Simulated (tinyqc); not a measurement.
Worked calculation: UKS/LDA (VWN5) in the sto-6g basis, for LiH, spin multiplicity 3. One step of it, computed by the program tinyqc.

Problem. Iteration 2: diagonalisation and new density. Diagonalise F' = X^T F X, C = X C', fill 3 alpha and 1 beta electrons from the bottom; D(s) = C_occ C_occ^T. Each column has its largest component positive (the first on a tie).

F(alpha) (hartree):
```
            1Li 1s     1Li 2s    1Li 2px    1Li 2py    1Li 2pz      2H 1s
1Li 1s   -1.728928  -0.489124  -0.001290  -0.002326   0.002971  -0.008214
1Li 2s   -0.489124  -0.201857  -0.000770  -0.001403  -0.005086  -0.056195
1Li 2px  -0.001290  -0.000770   0.012227   0.001697  -0.002312  -0.000259
1Li 2py  -0.002326  -0.001403   0.001697   0.014290  -0.004142  -0.000472
1Li 2pz   0.002971  -0.005086  -0.002312  -0.004142   0.008524  -0.079951
2H 1s    -0.008214  -0.056195  -0.000259  -0.000472  -0.079951  -0.160513
```

F(beta) (hartree):
```
            1Li 1s     1Li 2s    1Li 2px    1Li 2py    1Li 2pz      2H 1s
1Li 1s   -1.718554  -0.483022  -0.002365  -0.004313   0.005733  -0.008035
1Li 2s   -0.483022  -0.152206  -0.008297  -0.015180   0.016228  -0.036232
1Li 2px  -0.002365  -0.008297   0.060597   0.001814  -0.002400  -0.000416
1Li 2py  -0.004313  -0.015180   0.001814   0.062740  -0.004264  -0.000756
1Li 2pz   0.005733   0.016228  -0.002400  -0.004264   0.060648  -0.046944
2H 1s    -0.008035  -0.036232  -0.000416  -0.000756  -0.046944   0.122156
```

X:
```
                 1          2          3         4          5         6
1Li 1s   -0.556802   0.584534   0.000000  0.000000  -0.488656  0.411515
1Li 2s    0.723957  -0.402914   0.000000  0.000000  -0.342825  0.526702
1Li 2px   0.000000   0.000000   0.901550  0.432674   0.000000  0.000000
1Li 2py   0.000000   0.000000  -0.432674  0.901550   0.000000  0.000000
1Li 2pz   0.443676   0.655922   0.000000  0.000000   0.563578  0.321093
2H 1s    -0.634169  -0.514288   0.000000  0.000000   0.431968  0.464605
```

Give: F' = X^T F X; orbital energies; coefficients C; F' = X^T F X; orbital energies; coefficients C; D(alpha) after iteration 2; D(beta) after iteration 2.

Solution.

F' = X^T F X (alpha) (hartree):
```
         1        2        3        4        5        6
1  -0.2243   0.3119  -0.0001  -0.0014  -0.3145   0.3670
2   0.3119  -0.3913  -0.0002  -0.0037   0.5051  -0.3880
3  -0.0001  -0.0002   0.0113   0.0003  -0.0001  -0.0002
4  -0.0014  -0.0037   0.0003   0.0152  -0.0011  -0.0037
5  -0.3145   0.5051  -0.0001  -0.0011  -0.6462   0.5122
6   0.3670  -0.3880  -0.0002  -0.0037   0.5122  -0.6500
```

orbital energies (alpha) (hartree): MO1 -1.7332, MO2 -0.1789, MO3 -0.0516, MO4 0.0113, MO5 0.0147, MO6 0.0523

coefficients C (alpha):
```
             MO1      MO2      MO3      MO4      MO5      MO6
1Li 1s    0.9864  -0.0769  -0.2793   0.0000  -0.0092  -0.0540
1Li 2s    0.0525   0.2532   0.9855   0.0000   0.0289   0.2061
1Li 2px   0.0007   0.0041  -0.0029   0.8713   0.4870  -0.0596
1Li 2py   0.0014   0.0074  -0.0050  -0.4907   0.8647  -0.1067
1Li 2pz  -0.0007   0.2045  -0.2255  -0.0004   0.1165   0.9703
2H 1s    -0.0049   0.8725  -0.2804   0.0002  -0.0674  -0.4739
```

F' = X^T F X (beta) (hartree):
```
         1        2        3        4        5        6
1  -0.1005   0.3878  -0.0006  -0.0114  -0.3803   0.3177
2   0.3878  -0.3087   0.0000   0.0013   0.4557  -0.4504
3  -0.0006   0.0000   0.0596   0.0003   0.0002  -0.0007
4  -0.0114   0.0013   0.0003   0.0638   0.0052  -0.0131
5  -0.3803   0.4557   0.0002   0.0052  -0.5662   0.5836
6   0.3177  -0.4504  -0.0007  -0.0131   0.5836  -0.5378
```

orbital energies (beta) (hartree): MO1 -1.7224, MO2 -0.0272, MO3 0.0303, MO4 0.0596, MO5 0.0662, MO6 0.2037

coefficients C (beta):
```
             MO1      MO2      MO3      MO4      MO5      MO6
1Li 1s    0.9873  -0.2752   0.0342  -0.0006   0.0369   0.0819
1Li 2s    0.0490   0.9712  -0.1204   0.0021  -0.1401  -0.3188
1Li 2px   0.0015   0.0803   0.0364   0.8720   0.4809   0.0253
1Li 2py   0.0028   0.1473   0.0635  -0.4896   0.8559   0.0458
1Li 2pz  -0.0029  -0.0683   0.8169  -0.0009  -0.0165  -0.6128
2H 1s    -0.0040   0.1786   0.4252   0.0004  -0.1111   0.9187
```

D(alpha) after iteration 2:
```
          1Li 1s   1Li 2s  1Li 2px  1Li 2py  1Li 2pz    2H 1s
1Li 1s    1.0568  -0.2430   0.0012   0.0022   0.0466   0.0064
1Li 2s   -0.2430   1.0381  -0.0018  -0.0030  -0.1705  -0.0557
1Li 2px   0.0012  -0.0018   0.0000   0.0000   0.0015   0.0044
1Li 2py   0.0022  -0.0030   0.0000   0.0001   0.0026   0.0078
1Li 2pz   0.0466  -0.1705   0.0015   0.0026   0.0927   0.2416
2H 1s     0.0064  -0.0557   0.0044   0.0078   0.2416   0.8400
```

D(beta) after iteration 2:
```
          1Li 1s   1Li 2s  1Li 2px  1Li 2py  1Li 2pz    2H 1s
1Li 1s    0.9748   0.0484   0.0015   0.0028  -0.0029  -0.0040
1Li 2s    0.0484   0.0024   0.0001   0.0001  -0.0001  -0.0002
1Li 2px   0.0015   0.0001   0.0000   0.0000   0.0000   0.0000
1Li 2py   0.0028   0.0001   0.0000   0.0000   0.0000   0.0000
1Li 2pz  -0.0029  -0.0001   0.0000   0.0000   0.0000   0.0000
2H 1s    -0.0040  -0.0002   0.0000   0.0000   0.0000   0.0000
```
